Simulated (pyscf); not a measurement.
7 gas-phase steps of one pattern: four-centre exchange on the singlet surface, Ge–O + H–H or H–H + O–Si or H–H + S–Sn broken and Ge–H + H–O or H–O + H–Si or H–S + H–Sn formed. Optimised with ωB97X-D3(BJ)/def2-SVP in PySCF. Electronic energies in eV, from the separated reactants; ΔE‡ and ΔE at ωB97M-D3(BJ)/def2-TZVP. Rows were drawn at random from the steps of this pattern with a verified saddle, stable references and no exit in the data more than 5 kcal/mol lower.

```tsv
row	step	ΔE	ΔE‡
1	HO–Ge(Cl)(Cl)–Cl (SMILES [OH][Ge]([Cl])([Cl])[Cl]) + H₂ (SMILES [H][H]) -> Cl–GeH(Cl)–Cl (SMILES [Cl][GeH]([Cl])[Cl]) + H₂O (SMILES O)	+0.16	2.00
2	HO–GeH(Cl)–Cl (SMILES [OH][GeH]([Cl])[Cl]) + H₂ (SMILES [H][H]) → Cl–GeH₂–Cl (SMILES [Cl][GeH2][Cl]) + H₂O (SMILES O)	+0.24	2.02
3	HS–SnH₂–SnH₃ (SMILES [SH][SnH2][SnH3]) + H₂ (SMILES [H][H]) → H₃Sn–SnH₃ (SMILES [SnH3][SnH3]) + H₂S (SMILES S)	+0.36	2.22
4	H₃C–SnH₂–SH (SMILES [CH3][SnH2][SH]) + H₂ (SMILES [H][H]) → H₃C–SnH₃ (SMILES [CH3][SnH3]) + H₂S (SMILES S)	+0.40	2.14
5	HO–B(OH)–O–SiH₃ (SMILES OB(O)O[SiH3]) + H₂ (SMILES [H][H]) → HO–B(OH)–OH (SMILES OB(O)O) + SiH₄ (SMILES [SiH4])	+0.68	?
6	HO–As(OH)–O–SiH₃ (SMILES O[As](O)O[SiH3]) + H₂ (SMILES [H][H]) → HO–As(OH)–OH (SMILES O[As](O)O) + SiH₄ (SMILES [SiH4])	+0.75	2.27
7	HO–Si(Cl)(Cl)–Cl (SMILES O[Si](Cl)(Cl)Cl) + H₂ (SMILES [H][H]) -> Cl–SiH(Cl)–Cl (SMILES Cl[SiH](Cl)Cl) + H₂O (SMILES O)	+0.92	2.39
```

Problem. From a straight line through the complete rows, estimate the missing barrier and say how far the line can be trusted.

Solution. Over the 6 complete rows the means are +0.47 (ΔE) and 2.17 (ΔE‡); least squares gives b = 0.47 and a = 1.95 eV, with residuals of 0.05 eV (root mean square; largest 0.10, row 3). For row 5: 1.95 + 0.47 × (+0.68) = 2.27 eV. The computed barrier is 2.62 eV, 0.35 over the line. The line follows the complete rows closely but misses this one by more than their scatter. Each barrier is that of the saddle found. Elements up to Kr have no core potential and no relativistic terms here. Elements past Kr carry the def2 core potentials, without spin-orbit coupling.
